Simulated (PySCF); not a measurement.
Molfile (atoms numbered from 1):
```
C3H5N3
     RDKit          3D

 11 11  0  0  0  0  0  0  0  0999 V2000
   -1.6067   -0.2347   -0.0425 C   0  0  0  0  0  0  0  0  0  0  0  0
   -0.1851   -0.0565   -0.0206 N   0  0  0  0  0  0  0  0  0  0  0  0
    0.5365    1.0738    0.0750 C   0  0  0  0  0  0  0  0  0  0  0  0
    1.8181    0.7940    0.0856 N   0  0  0  0  0  0  0  0  0  0  0  0
    1.8413   -0.5494   -0.0059 C   0  0  0  0  0  0  0  0  0  0  0  0
    0.6516   -1.0984   -0.0710 N   0  0  0  0  0  0  0  0  0  0  0  0
   -1.9928   -0.3683    0.9710 H   0  0  0  0  0  0  0  0  0  0  0  0
   -2.0794    0.6351   -0.4964 H   0  0  0  0  0  0  0  0  0  0  0  0
   -1.8333   -1.1268   -0.6242 H   0  0  0  0  0  0  0  0  0  0  0  0
    0.1090    2.0539    0.1294 H   0  0  0  0  0  0  0  0  0  0  0  0
    2.7462   -1.1200   -0.0263 H   0  0  0  0  0  0  0  0  0  0  0  0
  1  2  1  0
  2  3  1  0
  3  4  2  0
  4  5  1  0
  5  6  2  0
  6  2  1  0
  1  7  1  0
  1  8  1  0
  1  9  1  0
  3 10  1  0
  5 11  1  0
M  END
```

- GFN2-xTB structure
- couplings computed with B3LYP/pcJ-1 (spin–dipole term only in couplings to heteroatoms)
- σ from GIAO-PBE0/pcSseg-1
- run in PySCF 2.14.0 with density-fitted response routines
- rapidly exchanging positions averaged, in vacuum, non-relativistic Hamiltonian, a single conformation

Referencing at the same level of theory: 1H (31.72 ppm) vs TMS.

The spectrum was simulated from the full spin Hamiltonian at 700 MHz with 1.2 Hz Lorentzian lines, from shifts rounded to 0.01 ppm and J to 0.1 Hz, couplings under 1 Hz left out.

Q: List the maxima of its 1H spectrum with integrals.

A: 
```tsv
region	integral (H)	ppm	Hz	height
1	2	7.890	5523.0	33
1		7.870	5509.0	33
2	3	4.060	2842.0	100
```

Q: Summarise it as multiplets with assignments.

A: 1H NMR (700 MHz, computed): δ 7.89 (s, 1H, H11), 7.87 (s, 1H, H10), 4.06 (s, 3H, H7/H8/H9). These are first-order names; overlap and second-order distortion can hide them in the list.
